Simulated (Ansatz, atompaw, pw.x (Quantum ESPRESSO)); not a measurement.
**nitrogen (N) (fcc): variants of one PAW (atompaw) potential in the solid**

```json
{
  "Element": "nitrogen",
  "Generator": "atompaw 4.2.0.5",
  "Type": "PAW",
  "Functional": "LDA (PW92)",
  "Relativity": "scalar-relativistic",
  "Frozen core": "[He]",
  "Valence charge": "5",
  "Reference configuration": "2s2 2p3",
  "Partial waves": "2s (bound): rc 1.10 bohr; 2s channel at 0.75 Ry: rc 1.10 bohr; 2p (bound): rc 2.20 bohr; 2p channel at 3.95 Ry: rc 2.20 bohr",
  "Local potential": "troulliermartins scheme with l = 2 at 0.5 Ry, radius 1.85 bohr",
  "Core correction": "smooth core density matched at 2.05 bohr",
  "Augmentation charge": "besselshape compensation charge, radius 1.95 bohr; PAW radius 2.20 bohr; waves and projectors: custom rrkj gramschmidtortho"
}
```

Crystal test: fcc N in pw.x 7.5, no spin, 18³ k-points, Fermi–Dirac smearing 0.01 Ry, cutoffs set for each file from its atomic test. The reference is all-electron LAPW (Ansatz 0.2.0) with the same functional, mesh and smearing; V0 and B0 come from Birch–Murnaghan fits to the pressures at five volumes. Errors are pseudo minus all-electron; Δ is the rms difference of the E(V) curves that follow from these fits, minima aligned, over ±6 % about the mean V0. Mesh and smearing are coarse, so the numbers serve the comparison and aren't converged zero-temperature values; the lattice is a test structure that the element need not adopt. Spin polarisation is left out.

All-electron: a0 = 3.046 Å (V0 = 7.06 Å³/atom), B0 = 220.9 GPa.

Base: The largest radius (2.20 bohr) exceeds half the bond length (2.04 bohr), so the spheres overlap, which is one possible source of error among others.

2 further variants are left out: they gave no file fit for a test, a broken result, the same result as the base, or pressures whose basis-set error rivals the error shown.

| change | cutoffs (Ry) | pw.x | a0 (Å) | a0 error (%) | B0 error (%) | Δ (meV/atom) | mean pressure error (GPa) |
| --- | --- | --- | --- | --- | --- | --- | --- |
| base | 40/400 | converged | 3.048 | +0.07 | -0.0 | 0.7 | +0.47 |
| wave 2p channel at 3.95 Ry: rc 2.20 bohr becomes 2p channel at 0.63 Ry: rc 2.20 bohr | 40/400 | converged | 3.020 | -0.83 | +1.9 | 8.5 | -5.39 |
| wave 2p channel at 3.95 Ry: rc 2.20 bohr becomes 2p channel at 5.59 Ry: rc 2.20 bohr | 40/400 | converged | 3.083 | +1.22 | -2.4 | 12.5 | +8.50 |

(1) Give the row for: wave 2p channel at 3.95 Ry: rc 2.20 bohr becomes 2p channel at 1.98 Ry: rc 2.20 bohr.

Answers

(1) pw.x: converged; mean pressure error (GPa): -2.02; a0 (Å): 3.036; a0 error (%): -0.31; B0 error (%): +0.8; Δ (meV/atom): 3.1.
